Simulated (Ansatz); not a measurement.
Relaxation of BH4OSi (7 atoms, charge 1, multiplicity 1), to a largest force component of 0.02 eV/Å in at most 40 steps.

Level of theory: RKS B3LYP-D4/6-31G* (Ansatz 0.2.0).

```xyz
7
Properties=species:S:1:pos:R:3:forces:R:3
B -1.308 0.203 -0.647 -1.37 0.22 -0.68
O -0.096 0.016 -0.048 1.16 -0.18 0.58
Si 1.286 -0.200 0.636 -0.15 0.02 -0.08
H -1.643 -0.563 -1.462 -0.04 -0.42 -0.36
H -1.950 1.122 -0.316 -0.19 0.44 0.24
H 1.667 0.784 1.638 0.26 0.12 0.25
H 2.045 -1.362 0.199 0.31 -0.20 0.04
```

Task: Where does it end, and by what steps?

Result: It converged. Limits of this set-up: the dipole of an ion depends on the origin. After 9 steps the energy has fallen by 0.360 eV; H4 moved furthest, 0.95 Å.

```
step  energy less start (eV)  largest force component (eV/Å)  accepted
   0                  0.0000                           1.367       yes
   1                 -0.0629                           0.807       yes
   2                 -0.0739                           0.299       yes
   3                 -0.0912                           1.096       yes
   4                 -0.1007                           2.051       yes
   5                 -0.2428                           1.148       yes
   6                 -0.3266                           0.378       yes
   7                 -0.3589                           0.070       yes
   8                 -0.3597                           0.039       yes
   9                 -0.3600                           0.006       yes
```

```xyz
7
Properties=species:S:1:pos:R:3
B -1.342 0.209 -0.665
O -0.105 0.016 -0.053
Si 1.287 -0.201 0.637
H -1.337 0.246 -1.850
H -2.272 0.317 0.062
H 2.066 0.997 0.973
H 1.704 -1.584 0.894
```

Run time: 33 s on 1 thread of Arm Neoverse N1 (shared host), peak memory 0.14 GiB.
